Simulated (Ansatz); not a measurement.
A run on CH$_{3}$AlS with other settings.

```yaml
crystal:
  periodic: [false, false, false]
  atoms:
    - {symbol: Al, position_ang: [-0.637239, 0.033540, -0.618292]}
    - {symbol: C, position_ang: [0.959882, -0.231858, 0.484234]}
    - {symbol: S, position_ang: [0.081101, 0.568818, 1.607092]}
    - {symbol: H, position_ang: [-1.686044, -1.149249, -0.656911]}
    - {symbol: H, position_ang: [-0.642577, 1.288467, -1.580365]}
    - {symbol: H, position_ang: [1.966977, -0.573718, 0.717941]}
basis:
  gaussian: {orbitals: STO-3G}
hamiltonian: {xc: {name: B3LYP}}
output: {forces: true}
```

```sh
$ ansatz run in.yaml --threads 2 --pin off --events-out ev --progress --plain --max-ram 4352MiB
```

Output, abridged:

```
Functional definition: B3LYP
  name "B3LYP"
  cite "Stephens, Devlin, Chabalowski & Frisch, J. Phys. Chem. 98, 11623 (1994) doi:10.1021/j100096a001"
  cite "Becke, Phys. Rev. A 38, 3098 (1988) doi:10.1103/PhysRevA.38.3098"
  cite "Lee, Yang & Parr, Phys. Rev. B 37, 785 (1988) doi:10.1103/PhysRevB.37.785"
  cite "Vosko, Wilk & Nusair, Can. J. Phys. 58, 1200 (1980) doi:10.1139/p80-159"
  parameter a0 = 0.2
  parameter ax = 0.72
  parameter ac = 0.81
  exchange = (1 - a0 - ax)*slater_x + ax*b88_x + a0*exact_x
  correlation = (1 - ac)*vwn_rpa_c + ac*lyp_c
297 factors; integrals over basis functions are off by at most 3.4e-5 eV
mean field evaluation 1: about -18303.3200 eV, gradient 1.8e1 eV
mean field evaluation 2: about -18303.7033 eV, gradient 1.6e1 eV
mean field evaluation 4: about -18304.5087 eV, gradient 8.8e-1 eV
mean field evaluation 8: about -18304.4811 eV, gradient 4.9e-3 eV
mean field -18304.48113136 eV, -672.6772743545 hartree, gradient 6.1e-5 eV, S^2 0.000000; 0 other end points of the search recorded, 0 dependent functions left out
the calculation of the forces begins
reference -18304.48128667 eV, -672.6772800620 hartree; 19, 19 occupied and 7, 7 virtual orbitals, 297 factors
Total energy: -18304.48128667 eV, -672.6772800620 hartree
Atom 0 at    -0.637239     0.033540    -0.618292 Å, force     0.254099    -0.036780     0.187485 eV/Å
Atom 1 at     0.959882    -0.231858     0.484234 Å, force    -0.920145    -0.271882    -1.754707 eV/Å
Atom 2 at     0.081101     0.568818     1.607092 Å, force    -1.204003     0.644107     0.340402 eV/Å
Atom 3 at    -1.686044    -1.149249    -0.656911 Å, force     1.052828     1.249052     0.125207 eV/Å
Atom 4 at    -0.642577     1.288467    -1.580365 Å, force    -0.014332    -1.241372     1.068819 eV/Å
Atom 5 at     1.966977    -0.573718     0.717941 Å, force     0.831553    -0.343125     0.032795 eV/Å
Dipole moment:     0.114775    -0.002755     0.122640 e Å
```

Hardware: 2 threads of an Arm Neoverse N1 on a shared host. Wall time 0.7 s, peak host memory 0.07 GiB.
